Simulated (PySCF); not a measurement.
Compound: C6H10.
Atom-mapped SMILES: `[CH3:1]/[CH:2]=[CH:3]\[CH:4]=[CH:5]/[CH3:6]` (hydrogens: H7, H8, H9 on C1; H10 on C2; H11 on C3; H12 on C4; H13 on C5; H14, H15, H16 on C6)

Geometry (PBE0-D3(BJ)/def2-SVP, Å), atoms numbered from 1 in this order:
```
atom  x, y, z in Å
C1     2.7524    0.1738   -0.5333
C2     1.8216   -0.2571    0.5492
C3     0.4742   -0.2479    0.5300
C4    -0.3708    0.1903   -0.5665
C5    -1.7181    0.2006   -0.5871
C6    -2.6514   -0.2287    0.4940
H7     2.2346    0.5333   -1.4325
H8     3.4157    0.9821   -0.1810
H9     3.4137   -0.6563   -0.8348
H10    2.3028   -0.6228    1.4640
H11   -0.0342   -0.6066    1.4302
H12    0.1382    0.5483   -1.4666
H13   -2.1977    0.5665   -1.5028
H14   -2.1357   -0.5889    1.3940
H15   -3.3119    0.6025    0.7944
H16   -3.3154   -1.0359    0.1406
```

Computed with PySCF at PBE0/def2-SVPD, non-relativistic, on one gas-phase PBE0-D3(BJ)/def2-SVP geometry that isn't relaxed in the solvent. The solvent is an IEF-PCM continuum (cavity from Bondi-type radii × 1.2), and excitations are vertical TDDFT with non-equilibrium linear response and a frozen core. The model holds no explicit solvent molecules, cavitation or dispersion.

```csv
run,E − E(gas) (kcal/mol),HOMO (eV),HOMO–LUMO gap (eV),dipole (D),lowest singlet (eV),static polarisability (au)
gas,0.00,-6.20,5.63,0.00,5.49,83.4
P,-2.59,-6.26,5.64,0.00,5.26,115.1
Q,-2.17,-6.24,5.64,0.00,5.28,109.7
```

Problem. The runs were made in dichloromethane and dimethylsulfoxide. Which run belongs to which solvent?

Solution. P = dimethylsulfoxide, Q = dichloromethane. The dielectric constants are 8.93 (dichloromethane), 46.83 (dimethylsulfoxide), and the energy falls further as ε rises. The optical constants n² used for the excitations are 2.03, 2.19 in the same order. In this model the ground state sees the solvent through ε alone.

Problem. How constant is the ratio of the lowering to (ε − 1)/(2ε + 1)?

Solution. 
```json
{"solvent": "dichloromethane", "(ε − 1)/(2ε + 1)": "0.420", "E − E(gas) (kcal/mol)": "-2.17", "ratio (kcal/mol)": "-5.2", "polarisation term (kcal/mol)": "-2.39"}
{"solvent": "dimethylsulfoxide", "(ε − 1)/(2ε + 1)": "0.484", "E − E(gas) (kcal/mol)": "-2.59", "ratio (kcal/mol)": "-5.3", "polarisation term (kcal/mol)": "-2.90"}
```

The ratio changes by +3.4 % in size from dichloromethane to dimethylsulfoxide. The polarisation term is half the interaction of the solute with the induced surface charges.
